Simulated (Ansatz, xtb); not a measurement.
Relative energy of two structures of CHPSi

Structure I is a singlet given by its coordinates and structure II is `[SiH]C#P`, a singlet. Both are isolated molecules in the gas phase, relaxed with B3LYP-D3(BJ)/def2-SVP.

I (Å):

```yaml
atoms:
  - { symbol: C, position_ang: [-0.1468, 0.0249, -0.5392] }
  - { symbol: P, position_ang: [1.1034, 0.5685, 0.4782] }
  - { symbol: Si, position_ang: [-1.0265, 1.3176, 0.4068] }
  - { symbol: H, position_ang: [-0.2046, -0.7401, -1.3204] }
```

Close contacts (Å): C1–P2 1.70, C1–Si3 1.83, P2–Si3 2.26, C1–H4 1.09.

II (Å):

```xyz
4

C    -0.2785   -0.1033   -0.2741
P    -0.8054   -1.5502   -0.5667
Si    0.2695    1.6458   -0.1722
H     0.7479    1.5321    1.2790
```

Quicker runs give these differences E(II) − E(I): GFN2-xTB +13.8 kcal/mol; HF/STO-3G +22.1 kcal/mol (at GFN2-xTB geometries); r2SCAN-D4/def2-SVP +28.2 kcal/mol (at GFN2-xTB geometries).

Problem. Estimate E(II) − E(I) at the level CCSD(T)/def2-TZVPP.

Solution. Calculated at CCSD(T)/def2-TZVPP: E(II) − E(I) = +24.5 kcal/mol, so structure I lies lower.

Level by level:

```csv
level,geometry,E(II) − E(I) (kcal/mol),departure from the last row (kcal/mol),"job, with rough time for the two"
GFN2-xTB,GFN2-xTB,+13.8,−10.8,"optimisation, 0.45 s"
HF/STO-3G,GFN2-xTB,+22.1,−2.4,"single point, 0.99 s"
r2SCAN-D4/def2-SVP,GFN2-xTB,+28.2,+3.6,"single point, 5.8 s"
B3LYP-D3(BJ)/def2-SVP,B3LYP-D3(BJ)/def2-SVP,+23.7,−0.8,"optimisation, 34 s"
HF/def2-TZVPP,B3LYP-D3(BJ)/def2-SVP,+24.2,−0.3,part of the CCSD(T) run
MP2/def2-TZVPP,B3LYP-D3(BJ)/def2-SVP,+26.1,+1.5,part of the CCSD(T) run
CCSD(T)/def2-TZVPP,B3LYP-D3(BJ)/def2-SVP,+24.5,,"single point, 48 s"
```

None of the levels shown reverses the order. The largest departure from CCSD(T)/def2-TZVPP is that of GFN2-xTB, 10.8 kcal/mol.

With harmonic frequencies from B3LYP-D3(BJ)/def2-SVP (ideal gas, rigid rotor, one conformer each, 298.15 K, 1 atm): on the last row, ΔE + ΔZPE = +21.7, ΔH = +22.3, ΔG = +21.5 kcal/mol.

The T1 diagnostic of structure II is large, so the coupled-cluster value is less sure. The correlated steps freeze 11 core orbitals. Run with Ansatz 0.2.0, xtb 6.7.1; the last row on 1 thread of AMD EPYC (Zen 3) on a shared host.
